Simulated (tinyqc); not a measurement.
Inside a calculation. Method: CIS on RHF in the sto-6g basis, for H2O, spin multiplicity 1. One step of it, computed by the program tinyqc.

Task: CIS matrix, triplets. A(ia,jb) = (e_a - e_i) d_ij d_ab - (ij|ab).

orbital energies (hartree): MO1 -20.493934, MO2 -1.294422, MO3 -0.652661, MO4 -0.454589, MO5 -0.397950, MO6 0.634812, MO7 0.797781

Two-electron integrals over orbitals (pq|rs), unique and non-zero (hartree):
```
(11|11) 4.760885    (21|11) -0.424269   (21|21) 0.061345    (22|11) 1.017151
(22|21) -0.013503   (22|22) 0.733615    (31|31) 0.011380    (32|31) 0.018077
(32|32) 0.148432    (33|11) 0.813523    (33|21) -0.004109   (33|22) 0.654845
(33|33) 0.646448    (41|11) 0.187655    (41|21) -0.023698   (41|22) 0.016948
(41|33) 0.006183    (41|41) 0.030037    (42|11) -0.122181   (42|21) 0.009866
(42|22) 0.011578    (42|33) 0.007319    (42|41) 0.019569    (42|42) 0.122923
(43|31) -0.003517   (43|32) 0.017192    (43|43) 0.044852    (44|11) 1.027605
(44|21) -0.014113   (44|22) 0.685152    (44|33) 0.611409    (44|41) -0.012542
(44|42) -0.105135   (44|44) 0.811868    (51|51) 0.026739    (52|51) 0.032226
(52|52) 0.144175    (53|53) 0.029659    (54|51) -0.013309   (54|52) -0.045714
(54|54) 0.057021    (55|11) 1.117074    (55|21) -0.011157   (55|22) 0.749465
(55|33) 0.638064    (55|41) 0.004614    (55|42) -0.062475   (55|44) 0.742189
(55|55) 0.880663    (61|11) -0.269234   (61|21) 0.041781    (61|22) -0.002007
(61|33) -0.000125   (61|41) -0.003074   (61|42) 0.020245    (61|44) -0.019667
(61|55) -0.006284   (61|61) 0.036691    (62|11) 0.331645    (62|21) -0.008121
(62|22) 0.146371    (62|33) 0.077996    (62|41) 0.018924    (62|42) 0.019390
(62|44) 0.100277    (62|55) 0.164261    (62|61) 0.004295    (62|62) 0.104349
(63|31) 0.003203    (63|32) -0.043403   (63|43) -0.026081   (63|63) 0.072394
(64|11) 0.193904    (64|21) -0.000846   (64|22) 0.087351    (64|33) 0.040217
(64|41) 0.003431    (64|42) -0.020136   (64|44) 0.111042    (64|55) 0.102890
(64|61) 0.001582    (64|62) 0.061033    (64|64) 0.058271    (65|51) 0.016875
(65|52) 0.062068    (65|54) -0.003868   (65|65) 0.040203    (66|11) 0.812750
(66|21) -0.007621   (66|22) 0.618609    (66|33) 0.577786    (66|41) 0.022386
(66|42) 0.062110    (66|44) 0.550337    (66|55) 0.590927    (66|61) 0.006965
(66|62) 0.096437    (66|64) 0.042095    (66|66) 0.600551    (71|31) 0.016274
(71|32) 0.023886    (71|43) -0.005259   (71|63) 0.004173    (71|71) 0.023347
(72|31) 0.013731    (72|32) 0.037480    (72|43) -0.033201   (72|63) 0.036228
(72|71) 0.018541    (72|72) 0.060291    (73|11) 0.363669    (73|21) -0.007496
(73|22) 0.135424    (73|33) 0.092822    (73|41) -0.001170   (73|42) -0.072594
(73|44) 0.167226    (73|55) 0.187178    (73|61) -0.007110   (73|62) 0.079856
(73|64) 0.068695    (73|66) 0.036716    (73|73) 0.149470    (74|31) -0.009775
(74|32) -0.075835   (74|43) 0.007329    (74|63) 0.041733    (74|71) -0.013593
(74|72) -0.016797   (74|74) 0.066363    (75|53) 0.023691    (75|75) 0.024376
(76|31) 0.010078    (76|32) 0.103601    (76|43) 0.042657    (76|63) -0.067172
(76|71) 0.013437    (76|72) -0.009979   (76|74) -0.056859   (76|76) 0.119207
(77|11) 0.886152    (77|21) -0.009549   (77|22) 0.631112    (77|33) 0.620387
(77|41) 0.003808    (77|42) -0.013311   (77|44) 0.619722    (77|55) 0.631996
(77|61) -0.005882   (77|62) 0.072904    (77|64) 0.037398    (77|66) 0.571222
(77|73) 0.095872    (77|77) 0.628427
```

Give: CIS matrix A, triplet.

Result:

CIS matrix A, triplet (hartree):
```
        1>6     1>7     2>6     2>7     3>6     3>7     4>6     4>7
1>6  20.316   0.000   0.008   0.000   0.000  -0.010  -0.022   0.000
1>7   0.000  20.406   0.000   0.010  -0.010   0.000   0.000  -0.004
2>6   0.008   0.000   1.311   0.000   0.000  -0.104  -0.062   0.000
2>7   0.000   0.010   0.000   1.461  -0.104   0.000   0.000   0.013
3>6   0.000  -0.010   0.000  -0.104   0.710   0.000   0.000  -0.043
3>7  -0.010   0.000  -0.104   0.000   0.000   0.830  -0.043   0.000
4>6  -0.022   0.000  -0.062   0.000   0.000  -0.043   0.539   0.000
4>7   0.000  -0.004   0.000   0.013  -0.043   0.000   0.000   0.633
5>6   0.000   0.000   0.000   0.000   0.000   0.000   0.000   0.000
5>7   0.000   0.000   0.000   0.000   0.000   0.000   0.000   0.000

       5>6    5>7
1>6  0.000  0.000
1>7  0.000  0.000
2>6  0.000  0.000
2>7  0.000  0.000
3>6  0.000  0.000
3>7  0.000  0.000
4>6  0.000  0.000
4>7  0.000  0.000
5>6  0.442  0.000
5>7  0.000  0.564
```
